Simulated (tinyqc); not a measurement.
The basis set: RHF and MP2 along a ladder of basis sets, for HF, spin multiplicity 1. Computed by the program tinyqc with PySCF. Same geometry throughout; the dipole is taken about the origin.

Geometry (angstrom):
```
atom       x       y       z
F     0.0000  0.0000  0.0000
H     0.0000  0.0000  0.8220
```

RHF and frozen-core MP2 in a ladder of bases:
```
basis        functions  E(RHF) (hartree)  E(MP2 corr) (hartree)  HOMO (eV)  LUMO (eV)  dipole (debye)
sto-3g               6         -98.54249               -0.01352    -12.758     19.971           1.384
3-21g               11         -99.44149               -0.11664    -16.523      8.184           2.053
6-31g               11         -99.96958               -0.12248    -17.414      6.383           2.161
6-31g**             19        -100.00052               -0.17728    -17.335      6.674           1.810
cc-pvdz             19        -100.00984               -0.19743    -17.393      5.491           1.760
aug-cc-pvdz         32        -100.02418               -0.21672    -17.985      1.038           1.751
cc-pvtz             44        -100.04941               -0.26713    -17.787      4.253           1.762
```

What does the comparison show, and why?

From cc-pVDZ to cc-pVTZ the RHF energy falls by 39.6 mhartree and the correlation energy by 69.7. If valence correlation converges as X^-3, (27 E(T) - 8 E(D))/19 gives -0.2965 hartree, a rough estimate from such small X that usually falls short; STO-3G holds about 5 % of it. Beyond STO-3G the LUMO moves by 7.1 eV and the HOMO by 1.5 eV; diffuse functions lower the positive LUMO sharply, since an unbound virtual level tracks the most diffuse function.
